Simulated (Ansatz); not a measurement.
We consider tetradymite Bi2Te3, described by PBE-D3(BJ) (PAW; Ansatz, a first-principles code).

Run with plane-wave cutoff 520 eV, 10×10×10 k mesh, Fermi–Dirac smearing 0.01 eV, scalar-relativistic PAW data made under PBE.

Cell (relaxed at this level):

Space group R-3m, hexagonal axes (No. 166); a = b = 4.3867 Å, c = 30.2995 Å, α = β = 90.00°, γ = 120.00°

```tsv
atom	site	symmetry	x	y	z
Bi	6c	3m	0.0000	0.0000	0.4001
Te	3a	-3m	0.0000	0.0000	0.0000
Te	6c	3m	0.0000	0.0000	0.2094
```
(The calculation used a cell of 5 atoms; values per cell refer to that cell.)

Predict the bulk modulus B0 and band gap.


* **bulk modulus B0**: 36.5 GPa
* **band gap**: 0.26 eV

Measured, for comparison: bulk modulus 37 GPa (temperature not stated, not corrected to a static lattice, our sources range from 32.5 to 39.5; as tabulated in Toher et al. (2017), arXiv:1611.05714). Computed (rounded) less measured: bulk modulus not scored (sources differ).

Note: the bulk modulus comes from volumes at which shape and atoms were relaxed.

Spin–orbit coupling is not included; it can close the smallest gap of 0.26 eV.

Computed values are for the static lattice.

It cost very roughly 21 core-minutes of CPU time.
